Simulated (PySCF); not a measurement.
Structure from NMR data

Molecular formula: C2F4. Simulated spectra:

13C{1H} NMR (computed): δ 153.9 (C, m).

- couplings computed with B3LYP/pcJ-2
- shielding tensors at B97-2/pcSseg-2 (GIAO)
- geometry from PBE0-D3(BJ)/def2-TZVP
- run in PySCF 2.14
- a single conformation, no solvent, non-relativistic, one averaged value for each set of equivalent atoms

Shifts are taken against calculated references (same method and geometry level): TMS for 13C.

Propose a structure and justify it.

## Answers


The formula gives 1 degree of unsaturation (no ring in the answer). 1 carbon signal for 2 carbons: some carbons are equivalent by symmetry or fast rotation. Carbon types of the structure: 2 × C. δC 153.9: fully substituted alkene carbon; the olefinic region.

The compound is Tetrafluoroethylene (SMILES FC(F)=C(F)F).

The shifts were computed for this structure.

Common functionals overestimate the size of one-bond C–F couplings by tens of Hz; these are unscaled. Shifts are as computed. Against solution values, carbons near 30 ppm lie about +3 ppm off and those near 130 ppm about +7 ppm. Of 1211 compounds with measured shifts, 218 miss one by over three times the rms of a fit or turn the order of signals round; such compounds aren't used in these exercises.
